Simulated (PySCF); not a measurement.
diphosphorus (P₂), SMILES P#P.

Geometry: B3LYP-D3(BJ)/def2-TZVPD.

Two levels are set side by side: PBE/def2-TZVPD (PySCF) and HF/def2-TZVPD (PySCF). Same geometry, gas phase. Differences are taken from unrounded values.

| quantity | HF | PBE | PBE minus HF |
|---|---|---|---|
| orbital gap (eV) | 10.66 | 3.73 | -6.93 |
| highest occupied level (eV) | -10.11 | -7.12 | 2.99 |
| lowest empty level (eV) | 0.55 | -3.39 | -3.94 |
| mean polarisability (bohr³) | 50.0 | 49.4 | -0.7 |

PBE's occupied levels lie high since its potential decays too fast outside the molecule; exact exchange lowers them and widens the gap. Differences between two approximate levels are no errors against the true value.

Rough cost on one machine, each run with all the roots and properties that it gave: HF against PBE about 1/5.
